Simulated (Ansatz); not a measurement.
The input, for Ansatz 0.2.0:

```yaml
crystal:
  periodic: [false, false, false]
  atoms:
    - {symbol: B, position_ang: [0.000000, -1.370482, 0.096984]}
    - {symbol: Ge, position_ang: [0.000000, 0.130907, 1.251342]}
    - {symbol: Ga, position_ang: [0.000000, 0.065420, -1.279968]}
    - {symbol: H, position_ang: [0.000000, 0.739999, -2.681488]}
basis:
  gaussian: {orbitals: cc-pVDZ}
magnetization: {spin_polarized: false, initial_magnetization: 1}
correlation: {method: fic_mrcisd_q, electrons: outside_noble_gas, active_space: {window: {electrons: 9, orbitals: 9}}}
```

```sh
$ ansatz run in.yaml --threads 1 --pin off --events-out ev --progress --plain --max-ram 2393MiB
```

Question: Roughly how long does this take on 1 thread of AMD EPYC, shared host, and how much host memory?

Answer: 1.8 min wall and 0.51 GiB.

```
828 factors; integrals over basis functions are off by at most 6.5e-4 eV
mean field evaluation 1: about -109489.2815 eV, gradient 1.2e1 eV
mean field evaluation 2: about -109489.2873 eV, gradient 1.2e1 eV
mean field evaluation 4: about -109490.1062 eV, gradient 3.2e0 eV
mean field evaluation 8: about -109490.1935 eV, gradient 2.8e-1 eV
mean field evaluation 16: about -109489.9319 eV, gradient 6.7e-3 eV
mean field evaluation 32: about -109490.1865 eV, gradient 1.2e0 eV
mean field -109490.20446212 eV, -4023.6907988568 hartree, gradient 4.2e-6 eV, S^2 0.750000; 8 other end points of the search recorded, 0 dependent functions left out
reference -109490.20446212 eV, -4023.6907988568 hartree; 35, 34 occupied and 38, 39 virtual orbitals, 828 factors
state -109492.82429772 eV, -4023.7870760393 hartree
contracted CI cycle   1: correlation 0.00000000 eV, 0.0000000000 hartree, residual 1.39e1 eV
contracted CI cycle   2: correlation -3.97321696 eV, -0.1460130300 hartree, residual 2.87e0 eV
contracted CI cycle   3: correlation -4.15268010 eV, -0.1526081788 hartree, residual 7.16e-1 eV
contracted CI cycle   4: correlation -4.16438744 eV, -0.1530384155 hartree, residual 2.26e-1 eV
contracted CI cycle   5: correlation -4.16560445 eV, -0.1530831401 hartree, residual 8.42e-2 eV
contracted CI cycle   6: correlation -4.16575866 eV, -0.1530888070 hartree, residual 2.87e-2 eV
contracted CI cycle   7: correlation -4.16577703 eV, -0.1530894823 hartree, residual 9.65e-3 eV
contracted CI cycle   8: correlation -4.16577918 eV, -0.1530895610 hartree, residual 3.09e-3 eV
contracted CI cycle   9: correlation -4.16577941 eV, -0.1530895695 hartree, residual 1.08e-3 eV
state -109492.82429772 eV, -4023.7870760393 hartree; corrected -109497.43896268 eV, -4023.9566618486 hartree
Total energy: -109497.43896268 eV, -4023.9566618486 hartree
```

Natural occupations: 1.9884 1.9519 1.9206 1.9028 1.0085 0.0947 0.0751 0.0313 0.0267.
